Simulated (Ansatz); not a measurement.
A nudged elastic band was laid between two geometries of H₆Si₂ (8 atoms, charge 0, multiplicity 1).

The calculation used RKS PBE0-D4/6-31G* in Ansatz 0.2.0.

```json
{"movable images": "5", "climbing image": "yes", "spring": "5.0 eV/Å²", "optimiser": "lbfgs", "start path": "through a guess of the saddle point", "force threshold": "0.05 eV/Å", "iteration limit": "60", "end points": "relaxed"}
```

Initial state:

```xyz
8
Properties=species:S:1:pos:R:3
Si 0.087 -0.029 0.339
H -0.347 -0.398 1.716
Si 2.421 0.031 0.231
H 2.986 -1.311 0.551
H 2.886 0.425 -1.129
H 2.958 1.014 1.215
H -0.492 1.303 0.003
H -0.461 -1.035 -0.614
```

Final state:

```xyz
8
Properties=species:S:1:pos:R:3
Si 0.088 -0.027 0.343
H -0.408 0.929 1.374
Si 2.422 0.027 0.234
H 2.920 -0.957 -0.769
H 2.894 1.385 -0.161
H 3.014 -0.311 1.560
H -0.506 0.348 -0.972
H -0.387 -1.394 0.702
```

(1) What changes between the two ends?

(2) What energy profile does the band end with?

(3) What is the geometry of the highest image?

The band took 32 iterations and roughly 4 core-minutes.

Results:

(1) No bond is made or broken.  The two ends are copies of one structure, up to a mirror image or an exchange of like atoms.

(2) It converged. The highest image is number 3 of 0 to 6, 0.041 eV above the ends, which have the same energy within 2 meV. Another band between the same ends (5 images) ends at a top of the same energy, where a vibrational analysis finds 1 clearly imaginary mode.

| image | path coordinate (Å) | energy (eV) |
| --- | --- | --- |
| 0 | 0.00 | 0.000 |
| 1 | 0.48 | 0.010 |
| 2 | 0.97 | 0.028 |
| 3 | 1.46 | 0.041 |
| 4 | 2.14 | 0.039 |
| 5 | 2.82 | 0.016 |
| 6 | 3.51 | 0.000 |

(3) 
```xyz
8
Properties=species:S:1:pos:R:3
Si 0.082 -0.015 0.331
H -0.331 0.221 1.745
Si 2.426 0.006 0.220
H 2.974 -1.356 -0.036
H 2.919 0.917 -0.851
H 2.964 0.487 1.524
H -0.511 1.060 -0.513
H -0.486 -1.320 -0.108
```

Time of the run: 3.8 min on 1 thread of Arm Neoverse V2 (shared host), peak memory 0.1 GiB.
